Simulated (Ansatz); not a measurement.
# B2H2 (singlet): the correlation ladder at scale of all distances = 1.304, 6-31G

An exercise on one series of results from a longer session: the logs are not shown, and one member is left open.

Computed with Ansatz 0.2.0, Gaussian basis. Level: 6-31G, core rule «outside noble gas», up to 2 orbitals frozen.

To be run: UHF; CCSD(T) on RHF; CCSD(T) on UHF; BCCD(T) on RHF; CISD; CCSDT(Q) on RHF; CCSDT(Q) on UHF; CISDTQ; CCSDTQ on RHF; CASSCF and MRCISD+Q, 2 electrons in 2 orbitals; CASSCF and NEVPT2, 2 electrons in 2 orbitals; CASSCF and MRCISD+Q, 8 electrons in 10 orbitals; CASSCF and NEVPT4(SD), 8 electrons in 10 orbitals; CASSCF and NEVPT2, 8 electrons in 10 orbitals; Full CI.

12 further runs of the same task are left out: 10 that didn't finish, 2 set aside as unsound or not needed.

**What is computed**

The geometry derives from a PBE0/def2-TZVP stationary point (not a proven minimum). All distances are scaled together.

4 atoms, charge 0, spin multiplicity 1.

Atoms are counted from 1 here; the program's logs count them from 0.

No contacts short enough for the rule that draws bonds.

Set-up of the first run:

The input, in.yaml:

```yaml
crystal:
  periodic: [false, false, false]
  atoms:
    - {symbol: B, position_ang: [0.000000, 0.000000, 0.994326]}
    - {symbol: B, position_ang: [0.000000, 0.000000, -0.994326]}
    - {symbol: H, position_ang: [0.000000, 0.000000, 2.527483]}
    - {symbol: H, position_ang: [0.000000, 0.000000, -2.527483]}
basis:
  gaussian: {orbitals: 6-31G}
magnetization: {spin_polarized: true, initial_magnetization: 0}
hamiltonian: {xc: hf}
output: {orbitals: {seedname: orbitals}}
```

Launch:

```sh
$ ansatz run in.yaml --threads 1 --pin off --events-out ev --progress --plain --max-ram 2393MiB
```

Among the steps run: UHF; CCSD(T) on RHF; CCSD(T) on UHF; BCCD(T) on RHF; CISD; CCSDT(Q) on RHF; CCSDT(Q) on UHF; CISDTQ; CCSDTQ on RHF; CASSCF and MRCISD+Q, 2 electrons in 2 orbitals; CASSCF and NEVPT2, 2 electrons in 2 orbitals; CASSCF and MRCISD+Q, 8 electrons in 10 orbitals; CASSCF and NEVPT4(SD), 8 electrons in 10 orbitals; CASSCF and NEVPT2, 8 electrons in 10 orbitals; Full CI.

One table of the session follows, with a row left open; its other results are not shown here.

| method | from FCI (kcal/mol) |
| --- | --- |
| RHF | +109.92 |
| RMP2 | +32.82 |
| CISD | +16.72 |
| RCCSD | +6.72 |
| RCCSD(T) | +2.30 |
| BCCD(T) | +2.39 |
| RCCSDT | +1.41 |
| CISDTQ | +1.97 |
| RCCSDT(Q) | +0.67 |
| RCCSDTQ | +0.13 |
| CASSCF valence | +15.61 |
| NEVPT2 valence | +4.34 |
| NEVPT4(SD) valence | ? |
| MRCISD valence | +0.38 |
| MRCISD+Q valence | +0.14 |
| FCI | 0 |

Q: Estimate the row for NEVPT4(SD) valence from the others.

**Answer.** from FCI (kcal/mol): +0.65. In the column «from FCI (kcal/mol)» it lies between MRCISD valence (+0.38) and RCCSDT(Q) (+0.67).

Among the levels timed on like hardware and quicker than the yardstick, those that no quicker one beats, quickest first: CISD (0.71 s, +16.72 kcal/mol); BCCD(T) (1.1 s, +2.39 kcal/mol); RCCSD(T) (1.3 s, +2.30 kcal/mol); RCCSDT(Q) (2.3 s, +0.67 kcal/mol); RCCSDTQ (25 s, +0.13 kcal/mol).

Left out of the table: CASSCF pair, NEVPT2 pair, MRCISD pair, MRCISD+Q pair (the active space lost an orbital or holds another state than full CI finds).

Limits of these values: The report flags that the cluster equations may have other roots. The yardstick is full CI for this spin, exact in this basis with these frozen cores. Left out of the table: UHF, UMP2, UCCSD, UCCSD(T), UCCSDT, UCCSDT(Q) (another determinant or state than the rows shown). The program flags RCCSDTQ as in doubt, so those rows may rest on another solution; read them beside their warnings. With 2.1 effectively unpaired electrons against 0 the state is strongly multireference. Of the multireference levels listed MRCISD+Q valence comes nearest in total energy (+0.14 kcal/mol), which doesn't show that its space is the better one. Warnings in the runs' records: large difference, other roots.
